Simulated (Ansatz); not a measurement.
Results of HSE06 in Ansatz (plane waves, PAW) for trigonal Te.

Run with plane-wave cutoff 460 eV, 9×9×4 k mesh (along the axes of the cell as run), Fermi–Dirac smearing 0.01 eV, scalar-relativistic PAW data made under PBE.

Cell (measured lattice):

Te has the trigonal space group P3₁21 (No. 152), Pearson symbol hP3. Cell: a = b = 4.4511 Å, c = 5.9262 Å, α = β = 90.00°, γ = 120.00°. Te on 3a is surrounded by 2 Te at 2.890 Å and 4 Te at 3.450 Å (octahedral). (Neighbours: up to the widest gap in distance over summed covalent radii, below 1.35, at either atom.)

Problem. Estimate the band gap, smallest direct gap on the k points sampled and direct gap at Γ that the calculation returns.

Solution. 
band gap: 0.58 eV
smallest direct gap on the k points sampled: 0.60 eV
direct gap at Γ: 2.56 eV

Measured, for comparison: band gap 0.33 eV (temperature not stated, no zero-point or thermal correction, compiled measured gap; kind and temperature not stated; as tabulated in Kothakonda et al. (2022), arXiv:2208.02841).

Note: cell and atoms aren't relaxed at this level (largest force component 0.41 eV/Å, pressure -0.8 GPa).

Spin–orbit coupling is not included; with these elements it can move the gap by several tenths of an eV or more.

Cost on a shared machine: very roughly 13 core-minutes.

Ansatz is a first-principles code.
